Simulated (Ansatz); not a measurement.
`[NH2][AlH][AlH2]`, charge 0, multiplicity 1.

Problem. Give a relaxed structure at PBE0-D4/def2-TZVP (Ansatz). (Best estimate.)

Solution. The calculation gave: 
Cartesian coordinates in Å:
```
N -0.957 -1.420 -0.575
Al 0.373 -0.732 0.376
Al 0.654 1.847 0.290
H -1.603 -0.882 -1.131
H -1.179 -2.401 -0.637
H 1.248 -1.797 1.176
H 1.859 2.622 0.994
H -0.395 2.762 -0.493
```
